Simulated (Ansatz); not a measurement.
PBE exchange is replaced step by step with exact exchange (0 % is PBE, 25 % PBE0; no dispersion term), basis def2-TZVP, Ansatz. System: the cluster Li2H2. Charge 0, multiplicity 1. Geometry: PBE-D4/def2-TZVP, each spin state at its own.

The relaxed triplet has other bonds than the singlet, so its gap is one between isomers. The relaxed quintet has other bonds than the singlet, so its gap is one between isomers.

Geometry of the singlet:

```xyz
4

Li   -1.1002    0.2412    0.1826
Li    1.0968   -0.2539   -0.1857
H    -0.1365    0.3401   -1.2705
H     0.1399   -0.3273    1.2735
```

At PBE-D4/def2-TZVP the gap within one spin of the charge 0 triplet nearly closes, so an electron or hole may be smeared out by delocalisation error. In the triplet, H3 and H4 lie 1.04 Å apart (atoms count from 1), so these atoms are partly bonded to each other. In the quintet geometry the species has come apart into loosely held pieces. The structure comes from a short search, and lower isomers may exist.

| exact exchange (%) | HOMO (eV) | LUMO (eV) | gap (eV) | triplet − singlet (kJ/mol) | quintet − singlet (kJ/mol) |
| --- | --- | --- | --- | --- | --- |
| 0 | -4.68 | -0.89 | 3.79 | 259.5 | 639.6 |
| 10 | -5.13 | -0.68 | 4.45 | 267.5 | 640.0 |
| 15 | -5.36 | -0.58 | 4.78 | 271.5 | 640.2 |
| 25 | -5.82 | -0.39 | 5.43 | 279.5 | 640.7 |
| 35 | -6.28 | -0.20 | 6.08 | 287.4 | 641.1 |
| 50 | -6.97 | 0.07 | 7.04 | 299.1 | 641.9 |

Question: Fit a straight line to the column «quintet − singlet (kJ/mol)» against the share of exact exchange and predict its value at 5 %.

Answer: With x = exact exchange (%) and y = quintet − singlet (kJ/mol): mean x = 22.5, mean y = 640.6; Σ(x − x̄)(y − ȳ) = 75.25, Σ(x − x̄)² = 1638; slope b = 0.04594, intercept a = ȳ − b·x̄ = 639.6. The residuals of the fitted rows reach 0.1. At x = 5 the line gives 639.6 + (0.04594 × 5) = 639.8; the run gave 639.8, the same within rounding.
